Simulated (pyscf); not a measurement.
Single points on ωB97X-D3(BJ)/def2-SVP structures (PySCF, gas phase). Correlated levels are frozen-core, on RHF or UHF. ΔMP2 is the change of the MP2 total energy from the triple- to the quadruple-zeta basis.

SMILES: Cl[Si](=N)N
```xyz
7

N     -2.2218     1.2356     0.2486
Si    -1.1160     0.2612    -0.3152
N     -0.4643    -1.2266     0.1580
Cl    -0.1297     0.7637    -2.0267
H     -2.7858     1.1135     1.0811
H     -0.7708    -1.7205     0.9882
H      0.2653    -1.7016    -0.3607
```

### Question
What is the homolytic dissociation enthalpy (298 K, CCSD(T)/def2-TZVPP + ΔMP2(QZVPP)) of the Cl–Si bond of HN=Si(NH₂)–Cl, to [HN=Si–NH₂]• + Cl•?

### Answer
Cl–Si to [HN=Si–NH₂]• + Cl•: 102.3 kcal/mol. The radicals are drawn with the spin at the cut bond; how far it spreads was not checked. Other isomers of [HN=Si–NH₂]• were not searched in full and may lie lower. The CCSD(T) − MP2 part came from Ansatz, without density fitting, on the same reference. Left out: the spin-orbit lowering of Cl.
